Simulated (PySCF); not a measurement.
# Orbital energies and ionisation energy

1,1-dichloro-2,2-difluoroethane, C2H2Cl2F2.
Structure used (PBE0-D3(BJ)/def2-TZVP), in Å, numbered top down from 1:
```
atom  x, y, z in Å
F1    -0.8980    0.9563   -1.1418
C2    -0.6054    0.4966    0.0844
F3    -0.2468    1.5452    0.8553
C4     0.5429   -0.5038    0.0444
Cl5    1.9710    0.1910   -0.7054
Cl6   -0.0022   -1.9676   -0.7771
H7    -1.4988    0.0315    0.5137
H8     0.8048   -0.7779    1.0644
```

Level: wB97X-D/aug-cc-pVTZ (PySCF). Frontier orbitals with their largest atomic shares (Löwdin; up to four atoms above 4 %):

| orbital | ε (eV) | main atoms |
| --- | --- | --- |
| HOMO−3 | -11.72 | Cl6 42 %, Cl5 29 %, C4 17 %, C2 5 % |
| HOMO−2 | -11.62 | Cl6 46 %, Cl5 34 %, C4 15 % |
| HOMO−1 | -11.06 | Cl5 48 %, Cl6 34 %, C4 15 % |
| HOMO | -11.01 | ? |
| LUMO | 0.81 | H8 44 %, H7 40 %, C4 6 %, C2 5 % |
| LUMO+1 | 1.15 | H7 28 %, H8 18 %, Cl6 15 %, C4 13 % |
| LUMO+2 | 1.27 | Cl6 28 %, C4 17 %, H8 17 %, Cl5 16 % |

**Question.** What vertical ionisation energy does ΔSCF give, and how far is −ε(HOMO) from it?

**Answer.** ΔSCF: 11.47 eV (1107 kJ/mol; threshold wavelength 108 nm); ⟨S²⟩ of the doublet left behind is 0.753, against 0.75 for a pure doublet. −ε(HOMO) is 11.01 eV, 0.46 eV below it. In exact Kohn–Sham theory the two would be equal; wB97X-D (range-separated hybrid) falls short of its own ΔSCF value by 4 %.

**Question.** On which atoms does the HOMO lie?

**Answer.** Cl5 (alkyl chlorine) 40 %, Cl6 (alkyl chlorine) 27 %, C4 (CHCl2 carbon) 19 %, C2 (CHF2 carbon) 6 %. The HOMO−1 lies 0.05 eV lower.

**Question.** What total energies stand behind the ΔSCF value?

**Answer.** E(N) = -1197.55828 Eh and E(N − 1) = -1197.13661 Eh at the same geometry, 0.42167 Eh apart.

**Question.** With α = 55.5 au, estimate the like-pair dispersion coefficient by London's formula C6 = (3/4)α²I.

**Answer.** I = 0.4217 Eh, so C6 ≈ 975 au, a rough estimate.

Geometry: PBE0-D3(BJ)/def2-TZVP, one conformer, isolated molecule.

The pairwise dispersion term of wB97X-D wasn't added to the energies; at a given geometry it leaves orbitals and properties as they are.
